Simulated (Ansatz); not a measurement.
BH₃O₂, SMILES `OBO`, relaxed with RKS PBE-D4/def2-SVP in Ansatz 0.2.0 from a rough embedded geometry. The force threshold is 0.03 eV/Å; the program also tests the step.

The species carries charge 0 and has multiplicity 1.

Start:

```xyz
6

O     1.005    0.856    0.297
B     0.205   -0.323    0.221
O    -0.287   -0.738   -1.064
H     0.280    1.540    0.497
H     0.003   -0.980    1.199
H    -1.206   -0.355   -1.150
```

**Question.** How much energy does the relaxation release, and in how many steps? (Estimate.)

**Answer.** The calculation gave: 1.29 eV, in 8 steps.

**Question.** Which bonds change most? (Estimate.)

**Answer.** The calculation gave: B2–O3 from 1.437 to 1.367 Å; O1–B2 from 1.427 to 1.367 Å; O1–H4 from 1.017 to 0.971 Å; B2–H5 from 1.196 to 1.227 Å.

**Question.** Give the relaxed structure. (Estimate.)

**Answer.** Ansatz gave: 
```xyz
6

O     0.741    1.093    0.108
B    -0.019   -0.042    0.068
O    -0.445   -0.444   -1.166
H     1.001    1.314    1.017
H    -0.304   -0.666    1.085
H    -0.975   -1.256   -1.112
```
